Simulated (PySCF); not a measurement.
## Li: ionisation energy

Li [He] 2s1 (2S) → Li⁺ 1s2 (1S), as a difference of total energies. Computed with PySCF 2.14 in aug-cc-pVQZ-DK (6s5p4d3f2g, 80 functions), with scalar relativity by spin-free X2C-1e. The calculations carry no spin-orbit coupling.

```tsv
method	ionisation energy (eV)
UHF	5.343
LDA	5.471
PBE	5.585
PBE0	5.568
r2SCAN	5.390
TPSSh	5.495
r2SCANh	5.400
LC-wPBE	5.579
```

For comparison: 5.392 eV (measured; NIST Atomic Spectra Database, ionization energies).
